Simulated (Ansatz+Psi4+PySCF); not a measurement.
Values are calculated unless marked as measured or tabulated.
A run of Psi4 1.11 on singlet PH3 at this shape:

```
atom    x (Å)    y (Å)    z (Å)
   P   0.0000   0.0000   0.1246
   H   0.0000   1.2006  -0.6231
   H   1.0398  -0.6003  -0.6231
   H  -1.0398  -0.6003  -0.6231
```

Its results:

```json
{
  "Converged": "yes",
  "Total energy": "-342.49032 hartree",
  "Spin squared of the determinant": "0.000",
  "Occupied orbitals by symmetry in an Abelian subgroup (alpha; beta)": "7 Ap 2 App; 7 Ap 2 App"
}
```

Q: Which input gives this output? Name the method, the orbitals and the basis set, and write the input.

A: RHF in cc-pVTZ on H; cc-pV(T+d)Z on P. An unrestricted run that stays on the closed shell gives the same numbers.

```
molecule {
0 1
P 0.000000 0.000000 0.124620
H 0.000000 1.200650 -0.623090
H 1.039790 -0.600320 -0.623090
H -1.039790 -0.600320 -0.623090
}

basis {
assign H cc-pVTZ
assign P cc-pV(T+d)Z
}
set reference rhf
set scf_type pk
energy('scf')
```
